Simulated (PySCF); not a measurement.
# NEVPT2(3,4)/6-31G(d) (spherical functions) run of doublet [CH2F2]+

Aim: the energy of doublet [CH2F2]+. Input form: a Python script.

Program for the calculation: PySCF 2.14.0.

## Step 1: The structure to begin with

The species is [CH2F2]+ (5 atoms), meant as a doublet with charge +1. As SMILES of the parent species, `FCF`. The coordinates come from a PBE0-D4/def2-TZVP relaxation. That shape belongs to the parent species and isn't relaxed for this state.

Bond lengths: F1–C2 1.351 Å, C2–F3 1.351 Å, C2–H4 1.093 Å, C2–H5 1.094 Å. Angles: F1–C2–F3 108.6°, F1–C2–H4 108.8°, F1–C2–H5 108.8°, F3–C2–H4 108.8°, F3–C2–H5 108.8°, H4–C2–H5 113.0°.

## Step 2: The energy at NEVPT2(3,4)/6-31G(d) (spherical functions)

File input.py:

```python
import numpy
from pyscf import gto, scf, mp, mcscf, mrpt

mol = gto.M(
    atom='''
F     -1.073300     0.191200     0.698300
C      0.010100    -0.016900    -0.082300
F      1.090500    -0.179200     0.713200
H     -0.142700    -0.932900    -0.659500
H      0.165300     0.864200    -0.711100
''',
    basis='6-31g*',
    verbose=3,
    charge=1,
    max_memory=1860,
    spin=1,
)

myscf = scf.ROHF(mol)
myscf.conv_tol = 1e-10
myscf.kernel()
if not myscf.converged:
    myscf = myscf.newton().run(myscf.mo_coeff, myscf.mo_occ)

pt = mp.MP2(scf.addons.convert_to_uhf(myscf)).run()
noons, natorbs = mcscf.addons.make_natural_orbitals(pt)
print('natural occupations', numpy.round(noons[:40], 4))
cas = mcscf.CASSCF(myscf, 4, 3)
cas.fix_spin_(ss=0.75)
cas.natorb = True
cas.kernel(natorbs)
e_pt2 = mrpt.NEVPT(cas).kernel()
e_tot = cas.e_tot + e_pt2
print(f'total energy: {e_tot:.8f} hartree')
```

Run with:

```sh
$ OMP_NUM_THREADS=1 python input.py
```

What it wrote:

```text
converged SCF energy = -237.392479195073
E(UMP2) = -237.893820461757  E_corr = -0.501341266683958
E(SCS-UMP2) = -237.871236164867  E_corr = -0.478756969793881
natural occupations [1.9999e+00 1.9999e+00 1.9998e+00 1.9905e+00 1.9896e+00 1.9796e+00
 1.9747e+00 1.9718e+00 1.9662e+00 1.9575e+00 1.9552e+00 1.9535e+00
 1.0236e+00 4.3000e-02 3.8600e-02 1.9200e-02 1.9100e-02 1.4500e-02
 1.3500e-02 1.0700e-02 8.4000e-03 8.3000e-03 8.2000e-03 4.6000e-03
 4.6000e-03 4.5000e-03 4.4000e-03 4.2000e-03 3.9000e-03 3.6000e-03
 3.5000e-03 3.4000e-03 3.2000e-03 3.1000e-03 2.2000e-03 1.7000e-03
 1.3000e-03 1.2000e-03 1.2000e-03 1.1000e-03]
CASSCF energy = -237.431331353674
CASCI E = -237.431331353674  E(CI) = -4.84894268755986  S^2 = 0.7500000
Sr    (-1)',   E = -0.00046642999408
Si    (+1)',   E = -0.00266455784090
Sijrs (0)  ,   E = -0.23095480178813
Sijr  (+1) ,   E = -0.04102706030542
Srsi  (-1) ,   E = -0.05889466209276
Srs   (-2) ,   E = -0.00347749659337
Sij   (+2) ,   E = -0.00241327297629
Sir   (0)' ,   E = -0.07317879045355
Nevpt2 Energy = -0.413077072044489
total energy: -237.84440843 hartree
```

It took 3.6 s on 1 thread of Arm Neoverse V1, shared host; peak memory 0.13 GiB.

## Step 3: What came out

Level: NEVPT2(3,4)/6-31G* (spherical functions).

```
    quantity          value
total energy  -237.84441 Eh
```
